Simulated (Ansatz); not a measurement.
## A ladder of methods for AlH3 (SMILES [AlH3])

AlH3: 4 atoms, total charge 0, spin state singlet. As SMILES, `[AlH3]`. The coordinates come from a PBE0-D4/def2-TZVP relaxation.

```jsonl
{"atom": "Al", "x (Å)": "0.0137", "y (Å)": "-0.0148", "z (Å)": "-0.0051"}
{"atom": "H", "x (Å)": "0.6332", "y (Å)": "0.6709", "z (Å)": "1.2836"}
{"atom": "H", "x (Å)": "-1.3408", "y (Å)": "-0.8320", "z (Å)": "0.1051"}
{"atom": "H", "x (Å)": "0.7494", "y (Å)": "0.1157", "z (Å)": "-1.4039"}
```

Each level gives the energy change with the Al1–H3 bond stretched from 1.586 to 3.964 Å (eV). The values are calculated.

```
                                            level                    kind  program  value (eV)  CPU time (all runs)
     HF/6-31G* (spherical functions) (restricted)            Hartree–Fock   Ansatz        5.72               0.24 s
  SVWN5/6-31G* (spherical functions) (restricted)                     LDA   Ansatz        4.22                  1 s
   BLYP/6-31G* (spherical functions) (restricted)                     GGA   Ansatz        4.10                1.5 s
  BHLYP/6-31G* (spherical functions) (restricted)           global hybrid   Ansatz        5.14                1.4 s
  wB97X/6-31G* (spherical functions) (restricted)  range-separated hybrid   Ansatz        5.32                  7 s
 B2PLYP/6-31G* (spherical functions) (restricted)           double hybrid   Ansatz        4.54                  2 s
RPA@PBE/6-31G* (spherical functions) (restricted)                     RPA   Ansatz        3.76                2.2 s
BCCD(T)/6-31G* (spherical functions) (restricted)   coupled cluster or CI   Ansatz        3.31               0.41 s
                                        FCI/3-21G      exact in the basis   Ansatz        3.12               0.72 s
```

A spin-restricted reference rises too steeply as a bond breaks; here HF/6-31G*, SVWN5/6-31G*, BLYP/6-31G*, BHLYP/6-31G*, wB97X/6-31G*, B2PLYP/6-31G*, RPA@PBE/6-31G* lie well above the multireference or unrestricted value. The first shape isn't each level's own minimum. The values span 3.12 to 5.72 eV. High-level rows in very small sets aren't better than simpler rows in larger ones. Times are those of the runs behind each value, whatever else they computed, on shared processors of several kinds: orders of magnitude only.
